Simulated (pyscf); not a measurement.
A first-order saddle from PySCF, ωB97X-D3(BJ)/def2-SVP:

```xyz
11

C     -1.2420    -1.4982     0.1903
Si     0.5717    -0.2623     0.5388
C     -0.3459     1.3809     0.3056
H     -1.6209    -1.6187    -0.8353
H     -1.9292    -0.8442     0.7442
H     -1.1624    -2.4758     0.6839
H      0.1204    -1.3863    -0.3834
H      0.5211    -0.6909     1.9701
H     -1.2074     1.4907     0.9845
H     -0.7066     1.4591    -0.7330
H      0.3371     2.2290     0.4740
```
Charge 0, spin multiplicity 1.

Surface: singlet, charge 0. Lowest wavenumbers (cm⁻¹): 1340i, 95, 150, 229, 468.

Q: What reaction is this the transition state of?

A: `[CH3][SiH2][CH3]` ⇌ `[CH4]` + `[CH3][SiH]` [singlet], a 1,1-elimination read from left to right: C–Si, H–Si broken and C–H formed. At CCSD(T)/def2-TZVPP + ΔMP2(QZVPP) it lies +3.28 eV from the left side and +0.94 eV from the right (each side as separated species at their lowest minima found). One saddle was located; it need not be the lowest between these sides. The CCSD(T) − MP2 part came from Ansatz, without density fitting, on the same reference.
